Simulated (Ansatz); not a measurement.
Ansatz (a first-principles code) input for formamide (CH3NO), SMILES NC=O, B3LYP-D3(BJ)/def2-TZVP. 

Ansatz 0.2 input:
```yaml
crystal:
  periodic: [false, false, false]
  atoms:
    - {symbol: N, position_ang: [0.15553345, -1.07261728, -0.00000000]}
    - {symbol: C, position_ang: [-0.38435465, 0.16104172, 0.00000000]}
    - {symbol: O, position_ang: [0.24397185, 1.18500000, -0.00000000]}
    - {symbol: H, position_ang: [1.15921950, -1.16270798, 0.00000001]}
    - {symbol: H, position_ang: [-0.40353136, -1.90609494, -0.00000000]}
    - {symbol: H, position_ang: [-1.49006921, 0.13087356, -0.00000000]}
basis:
  gaussian:
    orbitals: def2-TZVP
hamiltonian:
  xc: b3lyp
  dispersion: d3bj
relax: {f_tol: 0.002, max_steps: 200}
```

Program output:

```
WARN ansatz: RAYON_NUM_THREADS=1 ignored (pool sized by the plan → 1); use --threads N
Functional definition: B3LYP
integrals: 0.02 GiB planned
618 factors; their error is unknown
mean field: 0.28 GiB planned
mean field evaluation 1: about -4618.0314 eV, gradient 6.4e1 eV
mean field evaluation 2: about -4606.5386 eV, gradient 9.9e1 eV
mean field evaluation 4: about -4625.0856 eV, gradient 6.6e0 eV
mean field evaluation 8: about -4625.1654 eV, gradient 3.4e-1 eV
mean field evaluation 16: about -4625.1655 eV, gradient 3.6e-5 eV
mean field -4625.16553526 eV, -169.9716983709 hartree, gradient 3.6e-5 eV, S^2 0.000000; 0 other end points of the search recorded, 0 dependent functions left out
the calculation of the forces begins
reference -4625.16573135 eV, -169.9717055771 hartree; 12, 12 occupied and 99, 99 virtual orbitals, 618 factors
relax step   1: F+E_penalty+E_count = -4625.28279130 eV  Δ(F+E_penalty+E_count) = +0.000e0 eV  max|allowed force component| = 6.385e-1 eV/Å  Δτ_max = 0.0000 Å  (28 SCF iters, accepted)
these checks for a lower state are left out or cut short: starts, cluster_reference, orbital_swaps, neighbouring_geometries, increment
integrals: 0.02 GiB planned
618 factors; their error is unknown
mean field: 0.28 GiB planned
mean field -4625.17120271 eV, -169.9719066460 hartree, gradient 1.9e-5 eV, S^2 0.000000; 0 other end points of the search recorded, 0 dependent functions left out
the calculation of the forces begins
reference -4625.17139919 eV, -169.9719138666 hartree; 12, 12 occupied and 99, 99 virtual orbitals, 618 factors
relax step   2: F+E_penalty+E_count = -4625.28831686 eV  Δ(F+E_penalty+E_count) = -5.526e-3 eV  max|allowed force component| = 1.787e-1 eV/Å  Δτ_max = 0.0082 Å  (33 SCF iters, accepted)
these checks for a lower state are left out or cut short: starts, cluster_reference, orbital_swaps, neighbouring_geometries, increment
integrals: 0.02 GiB planned
618 factors; their error is unknown
mean field: 0.28 GiB planned
mean field evaluation 32: about -4625.1720 eV, gradient 1.9e-5 eV
mean field -4625.17197962 eV, -169.9719351970 hartree, gradient 1.9e-5 eV, S^2 0.000000; 0 other end points of the search recorded, 0 dependent functions left out
the calculation of the forces begins
reference -4625.17217624 eV, -169.9719424227 hartree; 12, 12 occupied and 99, 99 virtual orbitals, 618 factors
relax step   3: F+E_penalty+E_count = -4625.28904284 eV  Δ(F+E_penalty+E_count) = -7.260e-4 eV  max|allowed force component| = 5.253e-2 eV/Å  Δτ_max = 0.0040 Å  (33 SCF iters, accepted)
these checks for a lower state are left out or cut short: starts, cluster_reference, orbital_swaps, neighbouring_geometries, increment
integrals: 0.02 GiB planned
618 factors; their error is unknown
mean field: 0.28 GiB planned
mean field -4625.17209542 eV, -169.9719394523 hartree, gradient 1.9e-5 eV, S^2 0.000000; 0 other end points of the search recorded, 0 dependent functions left out
the calculation of the forces begins
reference -4625.17229205 eV, -169.9719466785 hartree; 12, 12 occupied and 99, 99 virtual orbitals, 618 factors
relax step   4: F+E_penalty+E_count = -4625.28915929 eV  Δ(F+E_penalty+E_count) = -1.164e-4 eV  max|allowed force component| = 1.730e-2 eV/Å  Δτ_max = 0.0027 Å  (34 SCF iters, accepted)
these checks for a lower state are left out or cut short: starts, cluster_reference, orbital_swaps, neighbouring_geometries, increment
integrals: 0.02 GiB planned
618 factors; their error is unknown
mean field: 0.28 GiB planned
mean field -4625.17209639 eV, -169.9719394879 hartree, gradient 1.9e-5 eV, S^2 0.000000; 0 other end points of the search recorded, 0 dependent functions left out
the calculation of the forces begins
reference -4625.17229303 eV, -169.9719467146 hartree; 12, 12 occupied and 99, 99 virtual orbitals, 618 factors
relax step   5: F+E_penalty+E_count = -4625.28915722 eV  Δ(F+E_penalty+E_count) = +2.068e-6 eV  max|allowed force component| = 4.153e-2 eV/Å  Δτ_max = 0.0023 Å  (33 SCF iters, rejected (line search))
these checks for a lower state are left out or cut short: starts, cluster_reference, orbital_swaps, neighbouring_geometries, increment
integrals: 0.02 GiB planned
618 factors; their error is unknown
mean field: 0.28 GiB planned
mean field -4625.17211220 eV, -169.9719400692 hartree, gradient 1.9e-5 eV, S^2 0.000000; 0 other end points of the search recorded, 0 dependent functions left out
the calculation of the forces begins
reference -4625.17230883 eV, -169.9719472951 hartree; 12, 12 occupied and 99, 99 virtual orbitals, 618 factors
relax step   6: F+E_penalty+E_count = -4625.28918109 eV  Δ(F+E_penalty+E_count) = -2.181e-5 eV  max|allowed force component| = 5.109e-3 eV/Å  Δτ_max = 0.0011 Å  (34 SCF iters, accepted)
these checks for a lower state are left out or cut short: starts, cluster_reference, orbital_swaps, neighbouring_geometries, increment
integrals: 0.02 GiB planned
618 factors; their error is unknown
mean field: 0.28 GiB planned
mean field evaluation 64: about -4625.1721 eV, gradient 1.9e-5 eV
mean field -4625.17212074 eV, -169.9719403830 hartree, gradient 1.9e-5 eV, S^2 0.000000; 0 other end points of the search recorded, 0 dependent functions left out
the calculation of the forces begins
reference -4625.17231738 eV, -169.9719476093 hartree; 12, 12 occupied and 99, 99 virtual orbitals, 618 factors
relax step   7: F+E_penalty+E_count = -4625.28919020 eV  Δ(F+E_penalty+E_count) = -9.102e-6 eV  max|allowed force component| = 7.902e-4 eV/Å  Δτ_max = 0.0013 Å  (34 SCF iters, accepted)
integrals: 0.02 GiB planned
618 factors; their error is unknown
mean field: 0.28 GiB planned
mean field -4625.17212074 eV, -169.9719403830 hartree, gradient 1.9e-5 eV, S^2 0.000000; 1 other end points of the search recorded, 0 dependent functions left out
the calculation of the forces begins
reference -4625.17231738 eV, -169.9719476093 hartree; 12, 12 occupied and 99, 99 virtual orbitals, 618 factors
Total energy: -4625.28938683 eV, -169.9762498323 hartree
Atom 0 at     0.163527    -1.077882    -0.000000 Å, force     0.000021     0.000790    -0.000000 eV/Å
Atom 1 at    -0.386508     0.161977     0.000000 Å, force    -0.000485    -0.000047     0.000000 eV/Å
Atom 2 at     0.238654     1.197155     0.000000 Å, force     0.000554     0.000172     0.000000 eV/Å
Atom 3 at     1.166158    -1.173814     0.000000 Å, force     0.000352    -0.000213     0.000000 eV/Å
Atom 4 at    -0.409358    -1.902941     0.000000 Å, force    -0.000356    -0.000158     0.000000 eV/Å
Atom 5 at    -1.491703     0.131000    -0.000000 Å, force    -0.000085    -0.000544    -0.000000 eV/Å
Dipole moment:    -0.173073    -0.807737     0.000000 e Å
```

Self-consistency was reached.

Cost: about 8 core-seconds (a rough figure).
